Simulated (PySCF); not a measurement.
trans-1,2-difluoroethene, C2H2F2.
Numbering: `[F:1]/[CH:2]=[CH:3]/[F:4]` (hydrogens: H5 on C2; H6 on C3)

The same species was optimised twice, with GFN2-xTB and with PBE0-D3(BJ)/def2-SVP (PySCF), and the same property calculations (PySCF, gas phase) were run on both structures.

```csv
coordinate,GFN2-xTB,PBE0-D3(BJ)/def2-SVP,change
C3–H6 (Å),1.079,1.093,+0.014
C2–H5 (Å),1.079,1.093,+0.014
C2=C3 (Å),1.320,1.329,+0.009
C3–F4 (Å),1.335,1.328,-0.007
F1–C2 (Å),1.335,1.328,-0.007
C2–C3–H6 (°),125.9,124.0,-1.9
C3–C2–H5 (°),125.7,124.0,-1.7
F4–C3–H6 (°),113.6,115.2,+1.6
F1–C2–H5 (°),113.7,115.2,+1.5
C2–C3–F4 (°),120.5,120.9,+0.4
F1–C2–C3 (°),120.7,120.9,+0.2
```

Rotational constants: A = 58447, B = 4040, C = 3779 MHz (GFN2-xTB) against A = 58085, B = 4041, C = 3778 MHz (PBE0-D3(BJ)/def2-SVP). Point groups within 0.08 Å: C2h and C2h.

On the GFN2-xTB structure: HOMO (eV) -7.57 [PBE0/pcSseg-1]; LUMO (eV) 0.36 [PBE0/pcSseg-1]; GIAO shielding of F1/F4 (mean) (ppm) 363.6 [PBE0/pcSseg-1]; GIAO shielding of C2/C3 (mean) (ppm) 32.4 [PBE0/pcSseg-1].

Task: What do these properties become on the PBE0-D3(BJ)/def2-SVP structure?

Result: 
| property | level | on GFN2-xTB | on PBE0-D3(BJ)/def2-SVP | change |
| --- | --- | --- | --- | --- |
| HOMO (eV) | PBE0/pcSseg-1 | -7.57 | -7.49 | +0.08 |
| LUMO (eV) | PBE0/pcSseg-1 | 0.36 | 0.36 | 0.00 |
| energy, GFN2-xTB geometry as zero (kcal/mol) | PBE0/pcSseg-1 | 0.0 | 0.1 | +0.1 |
| GIAO shielding of F1/F4 (mean) (ppm) | PBE0/pcSseg-1 | 363.6 | 363.6 | 0.0 |
| GIAO shielding of C2/C3 (mean) (ppm) | PBE0/pcSseg-1 | 32.4 | 31.5 | -0.9 |

The heavy atoms differ by 0.005 Å rms after alignment. Among all bonds C2–H5 and C3–H6 change most and about equally (+0.014 Å). Changes are differences of the printed values. Neither structure is proved a minimum here.
